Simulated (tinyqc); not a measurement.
Inside a calculation. Method: Hueckel theory of the pi electrons, for the molecule N=CC=O (SMILES; centres numbered as the heavy atoms are written). One step of it, computed by the program tinyqc.

Question. Orbitals. Diagonalise; E = alpha + x beta with beta < 0, so the largest x are filled first; degenerate levels share their electrons. P = sum n_i c_ri c_si; each orbital has its largest coefficient positive (the first on a tie).

Hueckel matrix in units of beta (H = alpha + beta A), order 1N, 2C, 3C, 4O:
```
[[0.500000, 1.000000, 0.000000, 0.000000],
 [1.000000, 0.000000, 1.000000, 0.000000],
 [0.000000, 1.000000, 0.000000, 1.000000],
 [0.000000, 0.000000, 1.000000, 1.000000]]
```

pi electrons, sum of z_r less the charge = 4

Give: x values; occupations; coefficients; charge and bond-order matrix P.

Answer.

x values: [1.917, 1.193, -0.150, -1.460]

occupations: [2.000, 2.000, 0.000, 0.000]

coefficients, order 1N, 2C, 3C, 4O:
```
[[0.325, 0.657, 0.592, -0.336],
 [0.461, 0.455, -0.385, 0.658],
 [0.558, -0.114, -0.534, -0.625],
 [0.609, -0.591, 0.465, 0.254]]
```

charge and bond-order matrix P, order 1N, 2C, 3C, 4O:
```
[[1.074, 0.897, 0.213, -0.380],
 [0.897, 0.839, 0.411, 0.023],
 [0.213, 0.411, 0.649, 0.814],
 [-0.380, 0.023, 0.814, 1.439]]
```
